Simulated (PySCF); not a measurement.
## `InChI=1S/O3/c1-3-2`

Molfile (atoms numbered from 1):
```
O3
     RDKit          3D

  3  2  0  0  0  0  0  0  0  0999 V2000
   -0.8877   -0.2457    0.5563 O   0  0  0  0  0  0  0  0  0  0  0  0
   -0.0152    0.4188   -0.0094 O   0  0  0  0  0  0  0  0  0  0  0  0
    0.9155   -0.1757   -0.5594 O   0  0  0  0  0  0  0  0  0  0  0  0
  1  2  2  0
  2  3  1  0
M  CHG  2   2   1   3  -1
M  END
```

Computed, not measured: GIAO B3LYP/aug-pcSseg-1 magnetisability, rotational g tensor and spin-rotation constants, non-relativistic, gas phase (PySCF 2.14.0). Geometry: PBE0-D3(BJ)/def2-SVP.

Q: What are the magnetisability and the molar susceptibility?

A: Isotropic 162 × 10⁻³⁰ J/T², or 9.8 × 10⁻⁶ cm³/mol; principal values -275, 121, 640 × 10⁻³⁰ J/T², anisotropy 795 × 10⁻³⁰ J/T² (root of half the summed squared differences of the principal values). The susceptibility is in cgs units.

Q: Split it along the inertial axes a, b, c into diamagnetic and paramagnetic parts about the centre of mass, with the quadrupole moment.

A: 
```csv
axis,χ (10⁻⁶ cm³/mol),diamagnetic (10⁻⁶ cm³/mol),paramagnetic (10⁻⁶ cm³/mol),summed x² of all electrons (Å²),quadrupole Θ (D Å)
a,38.5,-36.4,75.0,21.6,-1.88
b,7.3,-104.9,112.2,5.5,-0.03
c,-16.6,-115.0,98.5,3.1,+1.91
```
Anisotropies 2χaa − χbb − χcc = +86.4 and 2χbb − χaa − χcc = -7.3 × 10⁻⁶ cm³/mol. Θ is traceless in Buckingham's convention.

Q: And the rotational g tensor?

A: 
```
axis  rotational constant (GHz)        g  nuclear part  electronic part
   a                   119.3156  -3.6991        0.5038          -4.2029
   b                    14.0392  -0.2365        0.5038          -0.7403
   c                    12.5612  -0.0773        0.5038          -0.5811
```
Asymmetric top; isotopes 16O; no vibrational averaging.
